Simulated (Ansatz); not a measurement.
## Pressure series in Cu

Consider Cu in the fcc (Cu type) structure (space group Fm-3m, No. 225; a = 3.629 Å).

Cell and atoms are relaxed at each pressure.

Level of theory: Ansatz (an electronic-structure program) PBE, no SOC, earlier PAW set.

| pressure (GPa) | volume per atom (Å³/atom) |
|---|---|
| -1 | 12.032 |
| 0 | 11.946 |
| 0.9 | 11.871 |
| 2.1 | 11.775 |
| 4.5 | 11.598 |
| 9 | ? |
| 15 | 10.967 |
| 22.5 | 10.615 |
| 30 | 10.316 |

### Question
Fit the third-order Birch–Murnaghan form P(V) = (3B₀/2)[(V₀/V)^(7/3) − (V₀/V)^(5/3)]·[1 + (3/4)(B₀′ − 4)((V₀/V)^(2/3) − 1)] (squares taken in P) to the rows shown and predict the withheld row.

### Answer
Least squares on the printed values gives V₀ = 11.945 Å³/atom, B₀ = 142 GPa, B₀′ = 5.0; this predicts 11.303 Å³/atom, and the run gives 11.302 Å³/atom, in agreement.

Measured bulk modulus of Cu: 144.3 GPa (static lattice; corrected from measurement; as listed in Daniel Mejia-Rodriguez, S. B. Trickey, Phys. Rev. B (2018)); the computed value is 2 % below it.

Load acts through the strain it causes; cell and atoms are relaxed under it. Whether these cells are dynamically stable was not tested. Competing high-pressure phases were not computed. All final runs are without spin polarisation.
